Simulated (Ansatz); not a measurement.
A made-up structure of CH₂NS (charge +1), singlet:

```csv
atom,x (Å),y (Å),z (Å)
N1,-0.0297,-0.6531,-0.1558
C2,0.0265,0.5817,0.1388
S3,-0.1075,-2.3634,-0.5638
H4,0.8823,0.9927,0.6102
H5,-0.7811,1.2328,-0.0793
```

It is relaxed with PBE-D4/def2-SVP and then PBE0-D4/def2-TZVP (Ansatz 0.2.0). Atoms count as bonded within 1.22 times the sum of their covalent radii (H–H: 0.88 Å). The end point is not checked to be a true minimum.

(1) Does its bonding change? (A judgement: the text doesn't fix the answer.)

Answers

(1) By the calculation: No: no bond forms or breaks.

Where it ends: The first stage lowers the energy by 1.14 eV in 7 steps. It ends as CH₂NS ([CH2][N][S]), total charge +1:
N1  (-0.031, -0.686, -0.164)
C2  (0.024, 0.524, 0.125)
S3  (-0.097, -2.132, -0.509)
H4  (0.920, 0.917, 0.611)
H5  (-0.825, 1.169, -0.113)
(Å)

Labels in which every atom is bracketed show which atoms are joined, not bond orders.

For scale, one of the runs: PBE0-D4/def2-TZVP relaxation, 111 basis functions, launched by `ansatz run in.yaml --threads 2 --pin off --events-out ev --progress --plain --max-ram 4352MiB`. The run took about 12 s on 2 CPU threads of an Arm Neoverse V1 (shared host).
